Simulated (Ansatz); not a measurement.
Boltzmann transport of KLi at constant τ

All numbers below come from Ansatz 0.2.0, DFT PBEsol, scalar-relativistic, plane waves, PAW. Settings: 420 eV plane-wave cutoff, Γ-centred 12×12×8 mesh, Fermi-Dirac smearing of 0.15 eV. No spin polarisation.

Equilibrium structure at this level:
```
K Li
1.0
     4.04570    0.00000    0.00000
    -2.02285    3.50367    0.00000
     0.00000    0.00000    6.22993
K Li
1 1
Direct
  0.33333 0.66667 0.50000
  0.00000 0.00000 0.00000
```

The cell was built by swapping an element in a database structure (itself possibly hypothetical) and relaxing; it need not be the stable form of this composition. In a metal these results depend on the k mesh and the smearing.

Constant relaxation time and rigid bands. The levels are interpolated over the whole zone and filled by a Fermi function at the stated temperature, with the chemical potential set by the electron count. Seebeck coefficients of a few μV/K are small differences and uncertain even in sign.

**Question.** Give the Drude plasma energies, the density of states at the chemical potential and σ/τ at 300 K.

**Answer.**
```json
{
  "Plasma energy xx, yy, zz": "4.70, 4.70, 4.30 eV",
  "Density of states (thermally broadened)": "1.29 states/eV/cell",
  "Conductivity over τ, xx, yy, zz": "4.5, 4.5, 3.8 ×10²⁰ (Ω·m·s)⁻¹"
}
```

**Question.** And the Seebeck coefficient (μV/K)?

**Answer.**
```csv
T (K),Sxx,Syy,Szz
300,1.9,1.9,-4.1
600,3.2,3.2,-7.9
900,3.9,3.9,-11.5
```